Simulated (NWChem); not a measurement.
**C4H8 (SMILES CC1CC1): CAM-B3LYP/LANL2DZ**

What is the vertical ionisation energy of C4H8 at CAM-B3LYP/LANL2DZ? 

The results are computed with NWChem 7.3.0.

**1. The structure to begin with**

C4H8 has 12 atoms, charge 0, and is taken as a singlet. As SMILES, `CC1CC1`. Geometry: relaxed at PBE0-D4/def2-TZVP.

Bond lengths: C1–C2 1.501 Å, C2–C3 1.497 Å, C2–C4 1.497 Å, C3–C4 1.501 Å, C1–H5 1.094 Å, C1–H6 1.094 Å, C1–H7 1.094 Å, C2–H8 1.086 Å, C3–H9 1.083 Å, C3–H10 1.084 Å, C4–H11 1.084 Å, C4–H12 1.083 Å. Some angles: C1–C2–C3 120.0°, C1–C2–C4 120.1°, C3–C2–C4 60.2°, C2–C3–C4 59.9°, C2–C4–C3 59.9°, C1–C2–H8 114.8°, C3–C2–H8 115.5°, C4–C2–H8 115.5°, C2–C1–H5 111.4°, C2–C1–H6 111.4°.

**2. A single-point energy at CAM-B3LYP/LANL2DZ**

Input file a.nw:

```
START a
memory total 2200 mb

GEOMETRY noautosym nocenter noautoz
 C    -0.930100    1.036200   -0.440400
 C    -0.402900   -0.134500    0.337700
 C     1.045700   -0.195600    0.710600
 C     0.495500   -1.131900   -0.325100
 H    -1.829400    0.769600   -1.002800
 H    -1.181000    1.872900    0.217600
 H    -0.184100    1.390700   -1.157200
 H    -1.092100   -0.541300    1.071500
 H     1.317400   -0.603500    1.676300
 H     1.683100    0.612900    0.371600
 H     0.763100   -0.952500   -1.360100
 H     0.391900   -2.178100   -0.065700
END

BASIS spherical bse
 C library LANL2DZ
 H library LANL2DZ
END

DFT
 xc xcamb88 1.00 lyp 0.81 vwn_5 0.19 hfexch 1.00
 cam 0.33 cam_alpha 0.19 cam_beta 0.46
 mult 1
 grid fine
 convergence energy 1e-08
 direct
 iterations 100
 mulliken
 print low
END

TASK dft
```

Command:

```console
$ nwchem a.nw > a.out
```

The program printed:

```text
[...]
 d= 0,ls=0.0,diis     1   -157.0419666860 -2.82D+02  9.70D-03  2.61D-01     1.7
[...]
 d= 0,ls=0.0,diis     8   -157.0760238711 -1.18D-10  2.13D-07  4.30D-11    12.2
         Total DFT energy =     -157.076023871101
      One electron energy =     -456.619205853302
           Coulomb energy =      199.371575189246
    Exchange-Corr. energy =      -24.617642773022
 Nuclear repulsion energy =      124.789249565978
[...]
      Total Density - Mulliken Population Analysis
     ---------------------------------------------
    Atom       Charge   Shell Charges
 -----------   ------   -------------------------------------------------------
    1 C    6     6.66   2.00  0.71  0.65  2.74  0.57
    2 C    6     6.08   2.00  0.72  0.46  2.68  0.23
    3 C    6     6.48   2.00  0.72  0.55  2.72  0.49
    4 C    6     6.48   2.00  0.72  0.55  2.72  0.49
    5 H    1     0.80   0.51  0.28
    6 H    1     0.80   0.51  0.28
    7 H    1     0.81   0.51  0.30
    8 H    1     0.78   0.52  0.26
    9 H    1     0.77   0.52  0.26
   10 H    1     0.79   0.52  0.27
[...]
```

Run time: 13 s. Hardware: 1 thread of AMD EPYC 9R45 (Zen 5), shared host; peak memory 0.12 GiB.

**3. The doublet cation, same level**

Input file c4h8.nw:

```
START c4h8
TITLE "C4H8"
memory 2200 mb
charge 1

GEOMETRY units angstrom noautosym nocenter noautoz
   C       -0.930100       1.036200      -0.440400
   C       -0.402900      -0.134500       0.337700
   C        1.045700      -0.195600       0.710600
   C        0.495500      -1.131900      -0.325100
   H       -1.829400       0.769600      -1.002800
   H       -1.181000       1.872900       0.217600
   H       -0.184100       1.390700      -1.157200
   H       -1.092100      -0.541300       1.071500
   H        1.317400      -0.603500       1.676300
   H        1.683100       0.612900       0.371600
   H        0.763100      -0.952500      -1.360100
   H        0.391900      -2.178100      -0.065700
END

BASIS spherical bse
   * library LANL2DZ
END

DFT
   xc xcamb88 1.00 lyp 0.81 vwn_5 0.19 hfexch 1.00
   cam 0.33 cam_alpha 0.19 cam_beta 0.46
   mult 2
   grid fine
   convergence energy 1e-08
   direct
   iterations 100
   mulliken
   print low
END

TASK dft energy
```

Command:

```console
$ nwchem c4h8.nw > c4h8.out
```

The program printed:

```text
[...]
 d= 0,ls=0.0,diis     1   -156.6390376149 -2.81D+02  6.70D-03  1.34D-01     2.0
[...]
 d= 0,ls=0.0,diis    12   -156.7010700221 -3.85D-09  4.69D-07  7.03D-11    22.2
[...]
         Total DFT energy =     -156.701070022093
      One electron energy =     -448.307350894451
           Coulomb energy =      191.090648670788
    Exchange-Corr. energy =      -24.273617364407
 Nuclear repulsion energy =      124.789249565978
[...]
      Total Density - Mulliken Population Analysis
     ---------------------------------------------
    Atom       Charge   Shell Charges
 -----------   ------   -------------------------------------------------------
    1 C    6     6.60   2.00  0.72  0.69  2.76  0.44
    2 C    6     6.06   2.00  0.77  0.52  2.58  0.18
    3 C    6     6.39   2.00  0.75  0.61  2.67  0.37
    4 C    6     6.39   2.00  0.75  0.61  2.67  0.37
    5 H    1     0.70   0.49  0.21
    6 H    1     0.70   0.49  0.21
    7 H    1     0.76   0.51  0.25
    8 H    1     0.68   0.51  0.17
    9 H    1     0.67   0.50  0.17
   10 H    1     0.69   0.50  0.19
[...]
      <S2> =      0.7521 (Exact =     0.7500)
[...]
```

It took 23 s on 1 thread of AMD EPYC 9R45 (Zen 5), shared host; peak memory 0.12 GiB.

**4. Summary of results**

At CAM-B3LYP/LANL2DZ:

| quantity | value |
| --- | --- |
| singlet C4H8: total energy | -157.07602 Eh |
| doublet cation: total energy | -156.70107 Eh |
| doublet cation: ⟨S²⟩ | 0.752 |
| vertical ionisation energy (to the doublet cation) | 10.203 eV |

In words: Removing an electron at fixed nuclei costs 10.20 eV (235 kcal/mol). Mulliken charges (singlet C4H8) run from -0.66 on C1 to +0.23 on H9.
